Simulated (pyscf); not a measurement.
Single points on ωB97X-D3(BJ)/def2-SVP structures (PySCF, gas phase).

SMILES: CCCCl
```xyz
11

C     -1.1584    -0.2087    -1.9506
C     -0.5392     1.1042    -1.4728
C      0.9732     1.0030    -1.3468
Cl     1.6875     2.5443    -0.7857
H     -2.2513    -0.1175    -2.0446
H     -0.7619    -0.5047    -2.9358
H     -0.9511    -1.0305    -1.2456
H     -0.7815     1.9221    -2.1711
H     -0.9564     1.3939    -0.4944
H      1.4412     0.7629    -2.3127
H      1.2646     0.2293    -0.6214
```

How much does it cost (ΔH, 298 K, ωB97M-D3(BJ)/def2-TZVP) to split H₃C–CH₂–CH₂–Cl at its C–H bond into H₃C–CH•–CH₂–Cl + H•?

C–H to H₃C–CH•–CH₂–Cl + H•: 4.19 eV. The 7 functionals that were run give +3.92 (r²SCAN) to +4.19 eV (ωB97M-D3(BJ)). Other isomers of H₃C–CH•–CH₂–Cl were not searched in full and may lie lower.
